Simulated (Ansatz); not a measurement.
`[AlH2][SiH2]S` + `C=N` → `C=[N][AlH2]` + `[SiH3]S` at 400 K and 1 bar (cleavage of the Al–Si bond).

Program: Ansatz. Geometries: PBE0-D4/def2-TZVP. ΔE: electronic, gas phase. CBS: MP2 limit from def2 TZ/QZ plus the TZ coupled-cluster correction, frozen cores. This one scheme is used for every species. Each species was taken in one conformer, which may not be the lowest.

```json
{"species": "`[AlH2][SiH2]S`", "CCSD(T)/CBS energy (Eh)": "-931.87373", "H − E (kJ/mol)": "135.2", "S (J/(mol·K))": "372.8"}
{"species": "`C=N`", "CCSD(T)/CBS energy (Eh)": "-94.52360", "H − E (kJ/mol)": "119.4", "S (J/(mol·K))": "238.9"}
{"species": "`C=[N][AlH2]`", "CCSD(T)/CBS energy (Eh)": "-337.15304", "H − E (kJ/mol)": "136.8", "S (J/(mol·K))": "301.9"}
{"species": "`[SiH3]S`", "CCSD(T)/CBS energy (Eh)": "-689.27336", "H − E (kJ/mol)": "109.8", "S (J/(mol·K))": "293.0"}
```

H − E and S are ideal-gas, rigid-rotor, harmonic terms from PBE0-D4/def2-TZVP, for one conformer and one mirror image of each species. 1 Eh = 2625.50 kJ/mol, R = 8.31446 J/(mol·K).

Problem. By hand: ΔE, ΔH, ΔS and ΔG.

Solution. ΔE = (-337.15304) + (-689.27336) − (-931.87373) − (-94.52360) = -0.02907 Eh = -76.3 kJ/mol. Δ(H − E) = 136.8 + 109.8 − 135.2 − 119.4 = -8.0, so ΔH = -84.3 kJ/mol. ΔS = 301.9 + 293.0 − 372.8 − 238.9 = -16.8 J/(mol·K). ΔG = -84.3 − 400 × (-16.8)/1000 = -77.6 kJ/mol.

Problem. By hand: the equilibrium constant, and the temperature at which ΔG would vanish if ΔH and ΔS stayed fixed.

Solution. log₁₀ K = −ΔG/(RT ln 10) = 10.1. ΔG = 0 at ΔH/ΔS = 5018 K, far beyond where these terms or the molecules hold.

ΔH outweighs TΔS. A doubt of 5 kJ/mol in ΔE shifts log₁₀ K by 0.7 here. Other conformers and mirror images would add mixing entropy, several J/(mol·K) or more a flexible species. These are equilibria of isolated gas molecules and say nothing of rates. Largest T1 diagnostic: 0.015 (customary marks: 0.02 for closed shells, 0.045 for open ones).
